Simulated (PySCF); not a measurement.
Gas-phase reaction: 2 BCl2NH2 ⇌ 2 BHCl2 + H2 + N2

Method: PySCF energies plus ideal-gas RRHO corrections (1 bar). † marks an energy on the PBE0/def2-TZVP geometry and frequencies; other levels use their own. 6-31G* has spherical d functions here. All species are closed-shell singlets. B3LYP is the form with VWN-RPA correlation. BCl2NH2: computed as isolated molecules; such fragments, hydroxides, amides, oligomers or adducts are transient or little studied in the gas. The harmonic model lacks anharmonicity and excited electronic states, which grow with temperature; levels with a mode under 35 cm⁻¹ are left out. Internal rotation in BCl2NH2 is treated as a harmonic vibration of one conformer, which makes the entropy rough.

| level | ΔE electronic, kJ | ΔH°(298 K), kJ | ΔS°(298 K), J/K | ΔG°(2000 K), kJ |
|---|---|---|---|---|
| B3LYP/6-31G* | 342 | 295 | 269 | -239 |
| B3LYP/def2-TZVP† | 356 | 308 | 270 | -229 |
| M06-2X/def2-TZVP† | 379 | 331 | 270 | -206 |
| PBE0/def2-QZVP† | 412 | 364 | 270 | -172 |
| PBE0/def2-TZVP | 404 | 356 | 270 | -181 |
| LDA/def2-TZVP† | 502 | 454 | 270 | -82 |
| ωB97X-V/def2-TZVP† | 376 | 328 | 270 | -209 |
ΔH° is lowest at B3LYP/6-31G* and highest at LDA/def2-TZVP†. No reference value is set beside these.
